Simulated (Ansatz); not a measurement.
A calculation with Ansatz (development build ahead of 0.2.0).

```yaml
crystal:
  periodic: [false, false, false]
  atoms:
    - { symbol: Si, position_ang: [0.0, 0.0, 0.0] }
    - { symbol: H, position_ang: [0.0, 2.7206, 2.0876] }
    - { symbol: Na, position_ang: [0.0, -5.3072, 4.0723] }
basis:
  gaussian: { orbitals: pcseg-2 }
total_charge: 1
magnetization:
  initial_magnetization: 3
hamiltonian:
  xc: hf
```

The input is written out in the form of the current development build from the run's settings.

Results

```yaml
Converged: yes
Total_energy: -451.01245 hartree
Spin_squared_of_the_determinant: 3.750
Stability_test: minimum among restricted orbitals
```

Caution: other spin multiplicities may lie lower.
